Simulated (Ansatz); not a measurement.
## I (model structure, started from the diamond type, Fd-3m, No. 227, 2 atoms in the cell)

Computed with PBEsol in Ansatz (PAW).

Numerical settings: plane-wave cutoff 500 eV, 10×10×10 k mesh, Fermi–Dirac smearing 0.05 eV, scalar-relativistic PAW data made under PBE.

Cell (relaxed at this level):

I is modelled in the cubic space group Fd-3m, origin choice 1 (No. 227), the diamond structure, Pearson symbol cF8. Cell: a = b = c = 7.654 Å, α = β = γ = 90.00°. I on 8a is coordinated by 4 I at 3.314 Å (tetrahedral). (Neighbours: up to the widest gap in distance over summed covalent radii, below 1.35, at either atom.)
(The calculation used a cell of 2 atoms; values per cell refer to that cell.)

```json
{
 "band_gap": "zero (no gap)"
}
```

Note: the relaxation could raise the start's symmetry but not lower it, so the cell can be a saddle point.

Spin–orbit coupling is not included.

Static lattice: no zero-point or thermal effects.

A model structure was made by putting elements into a prototype or built by hand; it is no filed structure, need not be a known phase, and can be a saddle point held by its symmetry.

Ansatz is a program for electronic structure.
